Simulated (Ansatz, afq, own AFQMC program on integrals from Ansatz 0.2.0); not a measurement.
# NHO (triplet): AFQMC on the coupled-cluster ladder at distance N1–O2 = 1.660 Å, cc-pVDZ, part 2 of 2

Ansatz 0.2.0, Gaussian basis, and an in-house AFQMC program (afq) on its integrals; all values are calculated; cc-pVDZ, frozen cores. Earlier steps stand in the parts before.

**12. CCSD(T) on ROHF**

in.yaml

```yaml
crystal:
  periodic: [false, false, false]
  atoms:
    - {symbol: N, position_ang: [0.000000, -0.158946, 0.824973]}
    - {symbol: O, position_ang: [0.000000, 0.098779, -0.814899]}
    - {symbol: H, position_ang: [0.000000, 0.640806, 1.471063]}
basis:
  gaussian: {orbitals: cc-pVDZ}
magnetization: {spin_polarized: false, initial_magnetization: 2}
correlation: {method: ccsd_t, electrons: outside_noble_gas, hamiltonian_folder: ham}
```

Launch:

```
ansatz run in.yaml --threads 1 --pin off --events-out ev --progress --plain --max-ram 1382MiB
```

The program printed, cut to the lines that bear on the results:

```text
Functional definition: HF
  name "HF"
  cite "Fock, Z. Phys. 61, 126 (1930) doi:10.1007/BF01340294"
  parent pbe
[...]
311 factors; integrals over basis functions are off by at most 1.2e-3 eV
[...]
mean field -3529.47498672 eV, -129.7058133980 hartree, gradient 2.0e-6 eV, S^2 2.000000; 12 other end points of the search recorded, 0 dependent functions left out
[...]
determinant -3529.47498672 eV, -129.7058133980 hartree, with singles and doubles -3538.59763500 eV, -130.0410645387 hartree
determinant -3529.00451051 eV, -129.6885237162 hartree, with singles and doubles -3537.75533342 eV, -130.0101105266 hartree
determinant -3528.22052213 eV, -129.6597126745 hartree, with singles and doubles -3538.29996400 eV, -130.0301253312 hartree
determinant -3528.17977648 eV, -129.6582152994 hartree, with singles and doubles -3538.51309414 eV, -130.0379577193 hartree
[...]
determinant -3526.94307432 eV, -129.6127673336 hartree, with singles and doubles -3535.58739153 eV, -129.9304401314 hartree
determinant -3529.47498672 eV, -129.7058133980 hartree, with singles and doubles -3538.62623778 eV, -130.0421156715 hartree
determinant -3528.22052213 eV, -129.6597126745 hartree, with singles and doubles -3538.57101810 eV, -130.0400863857 hartree
determinant -3528.17977648 eV, -129.6582152994 hartree, with singles and doubles -3538.56808404 eV, -130.0399785609 hartree
2 core orbitals not correlated: weight in the atoms' cores, before any rotation towards them, 1.000 or more for the frozen orbitals, at most 0.000 for the correlated occupied ones
reference -3529.47498672 eV, -129.7058133980 hartree; 7, 5 occupied and 24, 26 virtual orbitals, 311 factors
second order -7.99865557 eV of doubles, -0.15970215 eV of singles
cycle   1  -9.15125282 eV  change   -1.8e-6 eV  update   4.2e-6
perturbative correction -0.34596568 eV, -0.0127140043 hartree
Total energy: -3538.97220523 eV, -130.0548297405 hartree
```

Run time: 2.5 s. Hardware: 1 thread of Arm Neoverse V2, shared host.

From the report: correlation -9.4972 eV; T1 0.059; largest double amplitude 0.09.

This run also writes the integrals to the folder ham.

**13. CCSDT(Q) on ROHF**

Changes to in.yaml since step 12:

```diff
@@ -9,2 +9,2 @@
 magnetization: {spin_polarized: false, initial_magnetization: 2}
-correlation: {method: ccsd_t, electrons: outside_noble_gas, hamiltonian_folder: ham}
+correlation: {method: ccsdt_q, electrons: outside_noble_gas}
```

The command is unchanged.

The program printed, cut to the lines that bear on the results:

```text
Functional definition: HF
  name "HF"
  cite "Fock, Z. Phys. 61, 126 (1930) doi:10.1007/BF01340294"
  parent pbe
[...]
560 factors; integrals over basis functions are off by at most 2.2e-7 eV
[...]
mean field -3529.47501923 eV, -129.7058145925 hartree, gradient 2.0e-6 eV, S^2 2.000000; 12 other end points of the search recorded, 0 dependent functions left out
[...]
determinant -3529.47501923 eV, -129.7058145925 hartree, with singles and doubles -3538.59766648 eV, -130.0410656954 hartree
determinant -3529.00454179 eV, -129.6885248657 hartree, with singles and doubles -3537.75536498 eV, -130.0101116864 hartree
determinant -3528.22056075 eV, -129.6597140938 hartree, with singles and doubles -3538.29999686 eV, -130.0301265386 hartree
determinant -3528.17981528 eV, -129.6582167255 hartree, with singles and doubles -3538.51312711 eV, -130.0379589308 hartree
[...]
determinant -3529.47501923 eV, -129.7058145925 hartree, with singles and doubles -3538.62626847 eV, -130.0421167991 hartree
determinant -3528.22056075 eV, -129.6597140938 hartree, with singles and doubles -3538.57104786 eV, -130.0400874794 hartree
determinant -3528.17981528 eV, -129.6582167255 hartree, with singles and doubles -3538.56811749 eV, -130.0399797901 hartree
2 core orbitals not correlated: weight in the atoms' cores, before any rotation towards them, 1.000 or more for the frozen orbitals, at most 0.000 for the correlated occupied ones
reference -3529.47501923 eV, -129.7058145925 hartree; 7, 5 occupied and 24, 26 virtual orbitals, 560 factors
second order -7.99867619 eV of doubles, -0.15970216 eV of singles
cycle   1  -8.53622312 eV  change   -3.8e-1 eV  update   1.1e-1
[...]
cycle  32  -9.57061772 eV  change   -2.0e-7 eV  update   1.8e-7
perturbative correction -0.05025172 eV, -0.0018467166 hartree
Total energy: -3539.09588866 eV, -130.0593750230 hartree
```

Wall time 20 s (1 thread of Arm Neoverse V2, shared host); peak memory 0.37 GiB.

From the report: correlation -9.6209 eV; T1 0.068; largest double amplitude 0.14.

**14. Phaseless AFQMC, CISD trial on ROHF**

It reads the integrals that the CCSD(T) run on this determinant wrote.

Launch:

```
afq ham --method phaseless --trial cisd --walkers 60 --populations 1 --least-time 40 --time-step 0.005 --steps-per-block 50 --equilibration-blocks 40 --max-blocks 300 --target-error 0.00084 --factor-cut 1e-05 --start spin_pure --seed 2606 --release-times 0.24,0.51,0.99,1.62,2.4 --release-step 0.03 --release-every 4 --taylor-order 6
```

The program printed:

```text
orbitals 31  electrons 7 5  factors 221 of 311
reference energy -129.70581340 Eh
CCSD correlation -0.33630185 Eh in 18 cycles, weight of the determinant in the CISD state 0.8053
energy of the start -130.042114 Eh
 block  time / (1/Eh)  mean weight  energy / Eh
     1     0.250  1.0003  -130.038735
     2     0.500  0.9988  -130.045011
     3     0.750  0.9975  -130.053751
     4     1.000  1.0008  -130.060928
     5     1.250  0.9994  -130.063295
     6     1.500  1.0003  -130.055855
     7     1.750  1.0019  -130.051404
     8     2.000  0.9991  -130.056070
     9     2.250  0.9990  -130.053336
    10     2.500  0.9998  -130.058440
    17     4.250  0.9957  -130.045092
    25     6.250  1.0005  -130.057435
    33     8.250  1.0023  -130.050783
    41    10.250  1.0003  -130.047474
    49    12.250  0.9982  -130.064601
    57    14.250  1.0039  -130.067475
    65    16.250  1.0006  -130.053427
    73    18.250  1.0015  -130.054479
    81    20.250  0.9987  -130.056220
    89    22.250  1.0001  -130.076764
    97    24.250  1.0006  -130.052674
   105    26.250  1.0034  -130.062677
   113    28.250  1.0019  -130.048872
   121    30.250  1.0006  -130.054497
   129    32.250  0.9947  -130.058630
   137    34.250  1.0037  -130.051341
   145    36.250  1.0002  -130.058448
   153    38.250  1.0000  -130.028122
   161    40.250  1.0038  -130.048709
   169    42.250  0.9989  -130.044197
   177    44.250  1.0023  -130.059959
   185    46.250  0.9992  -130.048348
   193    48.250  0.9994  -130.051284
   201    50.250  1.0041  -130.064435
   209    52.250  1.0016  -130.072781
   217    54.250  1.0035  -130.056834
   225    56.250  0.9978  -130.087349
   233    58.250  0.9965  -130.056785
   241    60.250  0.9985  -130.056637
   249    62.250  0.9994  -130.046640
   257    64.250  0.9998  -130.054317
   265    66.250  0.9974  -130.059958
   273    68.250  1.0019  -130.067351
   281    70.250  0.9966  -130.046648
   289    72.250  0.9986  -130.050512
   297    74.250  0.9982  -130.046500
   305    76.250  1.0023  -130.036971
   313    78.250  0.9965  -130.063338
   321    80.250  1.0009  -130.038640
   329    82.250  0.9978  -130.070971
   337    84.250  1.0011  -130.044173
blocks merged  error / Eh  count
     1  0.000691  300
     2  0.000801  150
     4  0.000930  75
     8  0.001134  37
    16  0.001102  18
    32  0.001094  9
released: time / (1/Eh)  energy / Eh  error  mean overlap
  0.24  -130.056476  0.001399  1.0048
  0.51  -130.057484  0.001295  1.0080
  0.99  -130.057601  0.001553  1.0221
  1.62  -130.062310  0.001967  0.9911
  2.40  -130.058589  0.002589  1.0374
energy -130.056576 +/- 0.001134 Eh
```

Wall time 4.7 min (1 thread of Arm Neoverse V2, shared host).

Energy -3539.0197 ± 0.0309 eV. Caveats: constraint bias not in the error.

**15. Phaseless AFQMC, single-determinant trial on ROHF**

It reads the integrals that the CCSD(T) run on this determinant wrote.

Launch:

```
afq ham --method phaseless --trial hf --walkers 120 --populations 1 --least-time 40 --time-step 0.005 --steps-per-block 20 --equilibration-blocks 160 --max-blocks 600 --target-error 0.00252 --factor-cut 1e-05 --start spin_pure --seed 4484 --taylor-order 6
```

The program printed:

```text
orbitals 31  electrons 7 5  factors 221 of 311
reference energy -129.70581340 Eh
CCSD correlation -0.33630185 Eh in 18 cycles, weight of the determinant in the CISD state 0.8053
energy of the start -129.705817 Eh
 block  time / (1/Eh)  mean weight  energy / Eh
     1     0.100  1.0041  -129.800489
     2     0.200  1.0027  -129.860732
     3     0.300  1.0029  -129.912518
     4     0.400  1.0033  -129.936779
     5     0.500  1.0021  -129.923875
     6     0.600  1.0003  -129.936765
     7     0.700  1.0021  -129.957111
     8     0.800  1.0031  -129.967963
     9     0.900  0.9991  -129.974456
    10     1.000  1.0025  -130.007983
    20     2.000  0.9991  -130.025110
    39     3.900  1.0002  -130.047102
    58     5.800  1.0024  -130.033705
    77     7.700  0.9979  -130.012401
    96     9.600  1.0016  -130.104981
   115    11.500  1.0006  -130.079621
   134    13.400  1.0035  -130.016887
   153    15.300  0.9975  -130.023581
   172    17.200  0.9978  -130.039264
   191    19.100  1.0008  -130.046834
   210    21.000  0.9979  -130.075281
   229    22.900  1.0002  -130.041945
   248    24.800  0.9941  -130.053877
   267    26.700  1.0028  -130.048063
   286    28.600  1.0022  -130.067542
   305    30.500  1.0004  -130.032617
   324    32.400  0.9979  -130.095949
   343    34.300  0.9993  -130.034898
   362    36.200  0.9975  -130.057396
   381    38.100  1.0025  -130.032994
   400    40.000  1.0000  -130.020627
   419    41.900  0.9983  -130.049952
   438    43.800  1.0013  -130.081374
   457    45.700  0.9991  -130.084120
   476    47.600  0.9990  -130.046753
   495    49.500  1.0018  -130.075095
   514    51.400  1.0014  -130.075652
   533    53.300  1.0007  -130.061336
   552    55.200  0.9993  -130.051146
   571    57.100  1.0018  -130.042570
   590    59.000  1.0010  -130.033924
   609    60.900  0.9996  -130.041230
   628    62.800  0.9981  -130.053223
   647    64.700  0.9994  -130.062309
   666    66.600  1.0009  -130.066632
   685    68.500  1.0000  -130.081647
   704    70.400  0.9996  -130.049575
   723    72.300  0.9969  -130.042629
   742    74.200  0.9998  -130.067926
blocks merged  error / Eh  count
     1  0.001216  600
     2  0.001574  300
     4  0.001962  150
     8  0.002395  75
    16  0.002766  37
    32  0.003401  18
    64  0.003480  9
energy -130.055211 +/- 0.003401 Eh
```

It took 3.2 min on 1 thread of Arm Neoverse V2, shared host.

Energy -3538.9826 ± 0.0926 eV. Caveats: constraint bias not in the error.

**16. All levels side by side**

On the UHF determinant, counted from CCSDT(Q) (a yardstick, not exact):

```tsv
level	energy (eV)	from CCSDT(Q) (kcal/mol)	statistical error (kcal/mol)	time
HF	-3529.8323	+214.10		
MP2	-3536.9688	+49.53		
CCSD	-3538.6189	+11.48		
CCSD(T)	-3538.9780	+3.20		
CCSDT(Q)	-3539.1166	0.00		
Phaseless AFQMC, CISD trial, step 0.005, 60 walkers	-3539.0878	+0.66	0.81	4.8 min
Phaseless AFQMC, single-determinant trial, step 0.005, 120 walkers	-3539.0486	+1.57	2.26	3.2 min
```

On the ROHF determinant, counted from CCSDT(Q) (a yardstick, not exact):

```tsv
level	energy (eV)	from CCSDT(Q) (kcal/mol)	statistical error (kcal/mol)	time
HF	-3529.4750	+221.86		
MP2	-3537.6333	+33.73		
CCSD	-3538.6262	+10.83		
CCSD(T)	-3538.9722	+2.85		
CCSDT(Q)	-3539.0959	0.00		
Phaseless AFQMC, CISD trial, step 0.005, 60 walkers	-3539.0197	+1.76	0.71	4.7 min
Phaseless AFQMC, single-determinant trial, step 0.005, 120 walkers	-3538.9826	+2.61	2.13	3.2 min
```

The functionals' totals stand on their own zeros and serve differences with other points: PBE -3543.930 eV; r2SCAN -3545.827 eV; PBE0 -3543.462 eV; B3LYP -3547.454 eV; wB97M-V -3546.049 eV; B2PLYP -3544.228 eV.

**17. Summary of results**

This closing draws on all 2 parts.

```
                                                       quantity                  value
                                   CCSD(T) on UHF from CCSDT(Q)         +3.20 kcal/mol
               Phaseless AFQMC, CISD trial on UHF from CCSDT(Q)  +0.66 ± 0.81 kcal/mol
 Phaseless AFQMC, single-determinant trial on UHF from CCSDT(Q)  +1.57 ± 2.26 kcal/mol
                                  CCSD(T) on ROHF from CCSDT(Q)         +2.85 kcal/mol
              Phaseless AFQMC, CISD trial on ROHF from CCSDT(Q)  +1.76 ± 0.71 kcal/mol
Phaseless AFQMC, single-determinant trial on ROHF from CCSDT(Q)  +2.61 ± 2.13 kcal/mol
```

In words: On UHF the phaseless walk with the CISD trial lies +0.66 kcal/mol from CCSDT(Q), within three error bars. On ROHF the phaseless walk with the CISD trial lies +1.76 kcal/mol from CCSDT(Q), within three error bars. Error bars are statistical and leave out the constraint, the time step and what remains of the start.
